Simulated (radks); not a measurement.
**Cl³⁺ in [Ne] 3s2 3p2: an all-electron calculation**

Aim: the levels, the sizes of the orbitals and the parts of the energy of the chlorine ion Cl3+.

The numbers are computed with radks (a radial shooting solver on a logarithmic mesh, Libxc functionals) version 1 (Dirac Kohn-Sham, BLYP, spin-unpolarised, spherical densities, finite nucleus; open shells fill j = l - 1/2 first), except any that are marked as measured or tabulated.

## Step 1: The atom as given

```
element            : chlorine (Z = 17)
charge             : +3
electrons          : 14
configuration      : [Ne] 3s2 3p2
nuclear rms radius : 3.3654 fm
```

## Step 2: Self-consistent calculation

Input:

```text
Z 17
configuration [Ne] 3s2 3p2
relativity Dirac
functional b88,lyp
spin unpolarised
j_filling energy
nucleus finite rms 3.3654 fm
c 137.035999084
```

The run is started by

```console
$ python run_ks.py task.json out
```

All runs below come from this command, one after another.

**Question.** What will this run give?

The runs gave:

```
                        quantity                   value
                    total energy      -458.80252 hartree
exchange-correlation share of it                  5.89 %
                            −T/E                  1.0055
          highest occupied level       3p1/2, -45.085 eV
    most extended occupied level  3p1/2, <r> = 1.52 bohr
 radius at density 0.001 e/bohr³               3.06 bohr
    maxima of the radial density                       3
         ionisation energy, NIST     53.2 (semi-emp.) eV
```

What this shows: 3 principal shells are occupied and 3 maxima appear in the radial density. Relativity lifts −T/E to 1.005. The top level binds by 45.085 eV, 85 % of the NIST ionisation energy of 53.2 eV; the potential of a semilocal functional falls off too fast, so its top eigenvalue is too shallow. Spin polarisation and multiplet splitting are left out.
